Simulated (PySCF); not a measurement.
**How the method changes the constants of BH**

State: ¹Σ⁺ (singlet), closed shell. Set-up: B def2-SVPD, H def2-SVPD; no relativity (PySCF 2.14). De refers to B + H in their high-spin ground configurations, without counterpoise correction. A positive dipole means B(−)H(+).

```json
{"Level": "RHF", "Re (Å)": "1.227", "ωe (cm⁻¹)": "2530", "De (eV)": "2.69", "μ (D)": "1.83"}
{"Level": "RHF-MP2", "Re (Å)": "1.235", "ωe (cm⁻¹)": "2470", "De (eV)": "3.37", "μ (D)": "n/a"}
{"Level": "RHF-SCS-MP2", "Re (Å)": "1.236", "ωe (cm⁻¹)": "2463", "De (eV)": "3.47", "μ (D)": "n/a"}
{"Level": "RHF-CCSD", "Re (Å)": "1.242", "ωe (cm⁻¹)": "2399", "De (eV)": "3.51", "μ (D)": "n/a"}
{"Level": "RHF-CCSD(T)", "Re (Å)": "1.243", "ωe (cm⁻¹)": "2390", "De (eV)": "3.53", "μ (D)": "n/a"}
{"Level": "PBE", "Re (Å)": "1.262", "ωe (cm⁻¹)": "2262", "De (eV)": "3.51", "μ (D)": "1.49"}
{"Level": "TPSS", "Re (Å)": "1.245", "ωe (cm⁻¹)": "2374", "De (eV)": "3.66", "μ (D)": "1.60"}
{"Level": "r²SCAN", "Re (Å)": "1.250", "ωe (cm⁻¹)": "2328", "De (eV)": "3.43", "μ (D)": "1.60"}
{"Level": "PBE0", "Re (Å)": "1.249", "ωe (cm⁻¹)": "2355", "De (eV)": "3.49", "μ (D)": "1.60"}
{"Level": "BHandHLYP", "Re (Å)": "1.231", "ωe (cm⁻¹)": "2464", "De (eV)": "3.56", "μ (D)": "1.69"}
{"Level": "B2PLYP", "Re (Å)": "1.238", "ωe (cm⁻¹)": "2416", "De (eV)": "3.55", "μ (D)": "1.69"}
```

Q: Which functional lies closest to RHF-CCSD(T) in De, which farthest, and by how much do they differ from it?

A: Closest is PBE (+1.9 pm in Re, -5.4 % in ωe, -0.02 eV in De against RHF-CCSD(T) in the same basis), farthest TPSS (+0.2 pm in Re, -0.7 % in ωe, +0.13 eV in De). CCSD(T) converges more slowly with the basis than the functionals do and binds too weakly in this one, so the order can change at the basis-set limit.

Q: What does the step from GGA to meta-GGA do here, going from PBE to r²SCAN?

A: r²SCAN less PBE: -1.2 pm in Re, +2.9 % in ωe, -0.08 eV in De. 

Q: What does second-order correlation do here, going from RHF to RHF-MP2?

A: RHF-MP2 less RHF: +0.8 pm in Re, -2.4 % in ωe, +0.68 eV in De. Correlation nearly always deepens the well. The bond lengthens, as in strong covalent bonds, where excitations into antibonding orbitals dominate.

Measured (Huber and Herzberg, Constants of Diatomic Molecules (1979)): Re = 1.2324 Å, ωe = 2366.9 cm⁻¹.

Correlated steps freeze 1 core orbital. Correlated levels converge slowly with the basis: in double zeta they bind strong bonds too weakly, by up to about 1 eV, and carry superposition errors of some tenths. Where the molecule has an RHF reference, its open-shell atoms are computed with UHF. B2PLYP dipoles, levels and charges come from its SCF part alone.
